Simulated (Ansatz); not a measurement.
## H3O2Si+: structure from calculated spectroscopic constants

These gas-phase data were calculated for one isomer of H3O2Si+ at B3LYP-D3(BJ)/def2-SVP (harmonic, unscaled wavenumbers; equilibrium rotational constants with average atomic masses):

| Quantity | Value |
| --- | --- |
| rotational constants | 36.88, 7.155, 5.993 GHz |
| all wavenumbers above 1500 cm⁻¹ | 3827, 3814, 2427 |

Candidates:

(1) `O[SiH+]O`, a singlet
(2) `O[Si][OH2+]`, a singlet

Task: Which structure fits?

Result: Candidate (1). 2 modes lie between 3300 and 4000 cm⁻¹, one for each O–H bond, while (2) has 3.

The same quantities for all candidates:

```
     rotational constants (GHz)  wavenumbers above 1500 cm⁻¹  E above the lowest, B3LYP-D3(BJ)/def2-SVP (kcal/mol)
(1)         36.88, 7.155, 5.993             3827, 3814, 2427                                                   0.0
(2)         19.09, 8.283, 5.777       3815, 3767, 3647, 1559                                                   4.6
```

Harmonic stretches to hydrogen usually lie a few per cent above observed fundamentals. Each candidate is one conformer. Programs: Ansatz 0.2.0.
